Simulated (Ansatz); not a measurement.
A nudged elastic band was laid between two geometries of AlBH5Si (8 atoms, charge 0, multiplicity 2).

These are results of Ansatz, UKS PBE/def2-SVP, not measurements.

```yaml
movable_images: 8
climbing_image: no
spring: 5.0 eV/Å²
optimiser: quadratic models (default)
start_path: through a guess of the saddle point
force_threshold: 0.03 eV/Å
iteration_limit: 60
end_points: relaxed
```

Initial state:

```xyz
8
Properties=species:S:1:pos:R:3
B -1.875 0.628 -1.328
Al 0.017 0.947 -0.652
Si 0.847 -0.758 0.928
H -3.003 0.362 -1.679
H 0.876 2.216 -1.121
H 1.176 -0.136 2.266
H 2.114 -1.399 0.411
H -0.152 -1.860 1.175
```

Final state:

```xyz
8
Properties=species:S:1:pos:R:3
B -1.932 0.988 -0.981
Al 0.070 0.621 -0.966
Si 0.846 -0.759 0.927
H -3.129 1.156 -0.911
H 1.041 1.195 -2.105
H -0.275 -1.177 1.844
H 1.859 -0.008 1.760
H 1.520 -2.017 0.432
```

(1) What changes between the two ends?

(2) What energy profile does the band end with?

(3) What is the geometry of the highest image?

The band took 7 iterations and about 4 core-minutes.

## Answers

(1) No bond is made or broken. The dihedral B1–Al2–Si3–H8 goes from 1 to 121°. The two ends are copies of one structure, up to a mirror image or an exchange of like atoms.

(2) It converged. The highest image is number 4 of 0 to 9, 0.3 kcal/mol above the ends, which have the same energy within 2 meV. No image climbed, so the highest image needn't sit at the top of the path.

```
image  path coordinate (Å)  energy (kcal/mol)  dihedral B1–Al2–Si3–H8 (°)
    0                 0.00                0.0                           1
    1                 0.45                0.0                          15
    2                 0.90                0.2                          28
    3                 1.34                0.3                          41
    4                 1.79                0.3                          54
    5                 2.24                0.3                          67
    6                 2.69                0.3                          81
    7                 3.14                0.1                          94
    8                 3.58                0.0                         107
    9                 4.03                0.0                         121
```

(3) 
```xyz
8
Properties=species:S:1:pos:R:3:forces:R:3
B -1.952 0.779 -1.154 0.00 0.00 0.01
Al 0.058 0.775 -0.822 0.00 -0.01 0.01
Si 0.875 -0.755 0.940 -0.03 0.03 -0.02
H -3.155 0.743 -1.293 0.00 0.00 -0.01
H 1.013 1.737 -1.678 0.00 0.01 -0.01
H 0.367 -0.340 2.300 0.00 0.00 0.00
H 2.381 -0.768 1.001 0.01 0.00 0.00
H 0.412 -2.171 0.706 0.00 -0.01 0.00
```

The run took 110 s on 2 threads of Arm Neoverse V1 (shared host), peak memory 0.16 GiB.
